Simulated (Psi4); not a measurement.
# doublet [Si2NH7]+ at U-wB97M-V/6-31G(d) (spherical functions)

Aim: a single-point energy of doublet [Si2NH7]+. 

The calculation is run with Psi4 1.11.

2 further runs of the same task are left out: 2 set aside as unsound or not needed.

## Step 1: Starting point

[Si2NH7]+: 10 atoms, total charge +1, spin state doublet. SMILES of the parent species: `[SiH3]N[SiH3]`. The coordinates come from a PBE0-D4/def2-TZVP relaxation. That shape belongs to the parent species and isn't relaxed for this state.

Bond lengths: Si1–N2 1.726 Å, N2–Si3 1.726 Å, Si1–H4 1.484 Å, Si1–H5 1.490 Å, Si1–H6 1.488 Å, N2–H7 1.011 Å, Si3–H8 1.484 Å, Si3–H9 1.488 Å, Si3–H10 1.490 Å. Some angles: Si1–N2–Si3 128.9°, Si1–N2–H7 115.5°, Si3–N2–H7 115.5°, N2–Si1–H4 107.4°, N2–Si1–H5 112.6°, N2–Si1–H6 110.9°, N2–Si3–H8 107.4°, N2–Si3–H9 110.9°, N2–Si3–H10 112.6°, H4–Si1–H5 109.0°.

## Step 2: The energy at U-wB97M-V/6-31G(d) (spherical functions)

h7nsi2.xyz

```xyz
10
H7NSi2
Si    -1.042800     0.758390    -0.879990
N      0.119990     0.500410     0.368670
Si     0.995830    -0.935260     0.755390
H     -1.373610    -0.567260    -1.458240
H     -0.532280     1.645360    -1.962590
H     -2.274280     1.393560    -0.336440
H      0.361990     1.317290     0.912940
H      0.403090    -2.042290    -0.034740
H      0.897240    -1.243020     2.208320
H      2.444830    -0.827180     0.426680
```

calc.py

```python
import psi4

psi4.set_memory('2200 MB')
psi4.set_num_threads(1)
psi4.set_output_file('psi4.out', False)

with open('h7nsi2.xyz') as f:
    atoms = ''.join(f.readlines()[2:])
mol = psi4.geometry('1 2\n' + atoms + 'symmetry c1\nno_reorient\nno_com')

psi4.set_options({
    'basis': '6-31G*',
    'reference': 'uks',
    'puream': True,
    'e_convergence': 1e-09,
    'd_convergence': 1e-08,
    'scf_type': 'pk',
    'dft_radial_points': 99,
    'dft_spherical_points': 590,
    'maxiter': 100,
})

result, w = psi4.energy("wb97m-v", return_wfn=True)
print('E =', round(result, 9))
for k, v in sorted(psi4.core.scalar_variables().items()):
    print(f'{k:45s} {v:18.10f}')
```

Command:

```bash
$ python calc.py
```

Q: Predict the results. Wanted: total energy; HOMO energy; LUMO energy; ⟨S²⟩.

Computed results:

Level: U-wB97M-V/6-31G* (spherical functions).

| quantity | value |
| --- | --- |
| total energy | -637.49217 Eh |
| HOMO energy (highest over α and β) | -16.83 eV |
| LUMO energy (lowest over α and β) | -9.61 eV |
| ⟨S²⟩ | 0.757 |
